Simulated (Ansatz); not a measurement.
Other spins and charges of Cl–B–PH, singlet at one geometry

Geometry (PBE0/def2-TZVP stationary point for this spin, not checked as a minimum):

```yaml
atoms:
  - { symbol: Cl, position_ang: [0.0000, -0.2808, 1.9376] }
  - { symbol: B, position_ang: [0.0000, -0.3505, 0.2476] }
  - { symbol: P, position_ang: [0.0000, -0.3284, -1.4586] }
  - { symbol: H, position_ang: [0.0000, 0.9596, -0.7266] }
```

Basis cc-pVDZ; Ansatz 0.2.0. Only valence electrons are correlated (noble-gas cores frozen). Prefix R: restricted or restricted open-shell reference; prefix U: unrestricted.

Gaps are energies of the second state less the first, at fixed atoms, for a selection of the levels run; each method lands on the state that its own search finds for that charge and spin.

A value is left out where its run failed or describes another state than the reference as far as symmetry and spin tell, or, spin-broken singlets apart, can't be checked.

Q: PBE gives 9.057 eV for removing an electron, to the doublet. Estimate what UCCSDT(Q) gives in cc-pVDZ.

A: UCCSDT(Q) in cc-pVDZ gives 8.902 eV, so against it PBE is off by 0.155 eV.

```json
{"level": "RMP2", "gap (eV)": "9.003", "error (meV)": "101"}
{"level": "RCCSD", "gap (eV)": "8.862", "error (meV)": "-40"}
{"level": "UCCSD", "gap (eV)": "8.859", "error (meV)": "-43"}
{"level": "BCCD(T)", "gap (eV)": "8.906", "error (meV)": "4"}
{"level": "RCCSDT", "gap (eV)": "8.896", "error (meV)": "-6"}
{"level": "UCCSDT", "gap (eV)": "8.896", "error (meV)": "-6"}
{"level": "B3LYP", "gap (eV)": "9.075", "error (meV)": "173"}
{"level": "wB97M-V", "gap (eV)": "9.075", "error (meV)": "173"}
{"level": "B2PLYP", "gap (eV)": "9.008", "error (meV)": "106"}
{"level": "RPA-PBE", "gap (eV)": "8.986", "error (meV)": "84"}
```

In so small a basis the reference is far from its limit while semilocal and hybrid functionals are nearer theirs (RPA and double hybrids share much of the reference's basis error), so the functionals' errors here hold much of the reference's basis and frozen-core error, which can add to them or hide them.

Full CI isn't at hand for all of this; UCCSDT(Q) serves as the reference, and is uncertain by about the last step of the cluster series. The frozen core follows each run's orbitals, which can shift R against U totals by a few meV.
